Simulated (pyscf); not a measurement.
H₃C–ZnH + H₂O → CH₄ + HO–ZnH (four-centre exchange; singlet surface; C–Zn, H–O broken, C–H, O–Zn formed). Single points on ωB97X-D3(BJ)/def2-SVP structures (PySCF, gas phase). Energies in kJ/mol from the separated reactants.

| level | barrier | reaction energy |
|---|---|---|
| r²SCAN/def2-TZVP | 55.7 | -77.0 |
| B3LYP-D3(BJ)/def2-TZVP | 74.1 | -75.4 |
| PBE0-D3(BJ)/def2-TZVP | 64.6 | -67.1 |
| M06-2X/def2-TZVP | 55.9 | -74.8 |
| ωB97M-D3(BJ)/def2-TZVP | 74.8 | -69.8 |
| HF/def2-TZVP | 117.9 | -82.7 |

The functionals in the table span 19.1 kJ/mol in this barrier, from r²SCAN to ωB97M-D3(BJ). On the reactant side the descent ends in a complex, 32.7 kJ/mol under the separated species and 104.7 kJ/mol under the saddle at ωB97X-D3(BJ)/def2-TZVP. This is the saddle that the search found; another between the same sides may lie lower. Elements up to Kr have no core potential and no relativistic terms here.
